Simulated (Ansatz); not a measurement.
Results of LDA (plane waves, PAW; Ansatz, a first-principles code) for 1T (CdI2-type) CdI2.

Settings: plane-wave cutoff 520 eV, 12×12×6 k mesh (along the axes of the cell as run), perturbation theory, force constants from a 6×6×2 q mesh, scalar-relativistic PAW data made under PBE.

Computed at the level's own relaxed cell.

```xyz
3
Lattice="4.1636 0.0000 0.0000 -2.0818 3.6058 0.0000 0.0000 0.0000 6.6596" Properties=species:S:1:pos:R:3 pbc="T T T"
Cd     0.0000     0.0000     0.0000
I      0.0000     2.4039     1.6913
I      2.0818     1.2019     4.9683
```

Harmonic phonon frequencies (cm⁻¹; i marks an imaginary mode; at Γ without the LO shift):

```
q point                     frequencies
-------  ------------------------------
Γ             0 0 0 61 61 90 90 113 136
A          18 18 33 54 54 93 93 108 150
K        35 62 62 84 84 104 104 122 122
H        38 60 60 78 78 101 108 126 126
```

No imaginary mode appears at these points.
